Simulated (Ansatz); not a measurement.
# BSi2: the cost of one run

Program: Ansatz 0.2.0, Gaussian basis. Level of theory: def2-TZVPP, core rule «outside noble gas», up to 11 orbitals frozen. These are calculated values, not measurements.

The runs, in order: UHF; ROHF; CCSD(T) on UHF.

2 further runs of the same task are left out: 2 set aside as unsound or not needed.

### 1 The geometry

The geometry is a PBE0/def2-TZVP stationary point (not a proven minimum) of the parent state, kept for this charge and spin.

3 atoms, charge 1, spin multiplicity 3.

Atoms are counted from 1 here; the program's logs count them from 0.

Bond lengths: Si1–B2 1.872 Å, B2–Si3 1.872 Å. Angles: Si1–B2–Si3 180.0°.

### 2 UHF

File in.yaml:

```yaml
crystal:
  periodic: [false, false, false]
  atoms:
    - {symbol: Si, position_ang: [0.000000, 0.000000, 1.872200]}
    - {symbol: B, position_ang: [0.000000, 0.000000, 0.000000]}
    - {symbol: Si, position_ang: [0.000000, 0.000000, -1.872200]}
basis:
  gaussian: {orbitals: def2-TZVPP}
total_charge: 1
magnetization: {spin_polarized: true, initial_magnetization: 2}
hamiltonian: {xc: hf}
output: {orbitals: {seedname: orbitals}}
```

The run is started by

```sh
ansatz run in.yaml --threads 1 --pin off --events-out ev --progress --plain --max-ram 4096MiB --backend cpu
```

Q: Estimate wall time and peak memory on 1 thread of AMD EPYC 7R13, shared host.

About 21 s, with a peak of 0.31 GiB.
